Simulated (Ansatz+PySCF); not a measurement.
A calculation with PySCF 2.14.0.

```python
from pyscf import gto, scf

mol = gto.M(atom="""
Li 0.000000 0.000000 -1.505050
Li 0.000000 0.000000 1.505050
""", basis='def2-svp', charge=0, spin=0)
mf = scf.UHF(mol)
mf.kernel()
print(mf.converged, mf.e_tot, mf.spin_square()[0])
```

The script is written out from the run's settings.

The run gave:

```json
{
 "Converged": "yes",
 "Total energy": "-14.85568 hartree",
 "Spin squared of the determinant": "0.000",
 "Cycles": "9"
}
```

This is not the lowest solution: another run reaches a determinant 0.05 eV lower.
